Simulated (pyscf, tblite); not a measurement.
`[SiH3][I]` + `[H]` [doublet] → `[SiH2][I]` [doublet] + `[H][H]`: energy along the mass-weighted descent from the GFN2-xTB with spin polarisation saddle (tblite), relative to the relaxed reactant side, a complex of the molecules.

```
s (amu^1/2 bohr) | E (kcal/mol)
    -2.27 | # 0.2
    -2.18 | # 0.2
    -2.09 | # 0.3
    -1.99 | # 0.4
    -1.80 | ## 0.7
    -1.32 | ### 0.9
   -0.720 | ####### 2.2
   -0.120 | ############################## 9.0
    0.240 | ############################## 8.9
    0.495 | ############################# 8.6
    0.629 | ############################ 8.4
    0.747 | ############################ 8.3
    0.856 | ########################### 8.2
    0.949 | ########################### 8.1
     1.03 | ########################### 8.1
     1.12 | ########################### 8.0
     1.17 | ########################## 8.0
     1.26 | ########################## 7.9
     1.33 | ########################## 7.9
     1.41 | ########################## 7.9
     1.47 | ########################## 7.8
```

**Question.** The GFN2-xTB with spin polarisation barrier from the reactant side is 0.40 eV. What does ωB97X-D3(BJ) (PySCF) give from its own reactant-side minimum, in def2-SVP and in def2-TZVP?

**Answer.** 0.18 eV in the double-zeta basis after reoptimising the saddle, and 0.19 eV in the triple-zeta single point, so the tight-binding barrier lies 0.21 eV over the latter. The imaginary mode goes from 953i to 950i cm⁻¹.
